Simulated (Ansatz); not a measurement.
Rock-salt HfN, relaxed in Ansatz (plane waves) with several semilocal functionals. Each gives its own volume and its own bulk modulus:

```tsv
level	V0 (Å³/atom)	bulk modulus (GPa)	ln V0	ln B0
LDA	11.147	301.6	2.4112	5.7091
r²SCAN-D4	11.515	284.6	2.4437	5.6511
r²SCAN	11.584	281.9	2.4496	5.6416
PBE	11.755	263.1	2.4643	5.5725
rVV10	11.988	255.9	2.4839	5.5448
BLYP	12.136	244.7	2.4962	5.5000
```

Task: Fit a straight line to ln B0 against ln V0. What does it predict for PBE-D4, whose volume is 11.552 Å³/atom?

Result: With x = ln V0 and y = ln B0: means 2.45815 and 5.60318; Σ(Δx Δy) = -0.01161, Σ(Δx²) = 0.004635, so the slope is -2.50. At x = 2.4469 the line gives y = 5.60318 + (-2.50) × (2.4469 − 2.45815) = 5.6313, or 279.0 GPa. The run with PBE-D4 gives 271.2 GPa, -2.8 % from the line. The rows used scatter about it by up to 1.7 %, while the largest value lies 23 % above the smallest. For comparison, PBE's own equation of state has B′ = 4.3, the slope −d ln B/d ln V at a fixed functional; the two needn't agree, since functionals also differ at one volume.

Measured: 260 GPa (measured, room temperature, not corrected to a static lattice, our sources range from 260 to 306; as tabulated in Synthesis of Binary Transition Metal Nitrides, Carbides and Borides from the …).

Ansatz's density-functional and Hartree–Fock values are scalar-relativistic unless marked +SOC, with PAW data made under PBE.

Ansatz is an electronic-structure program.
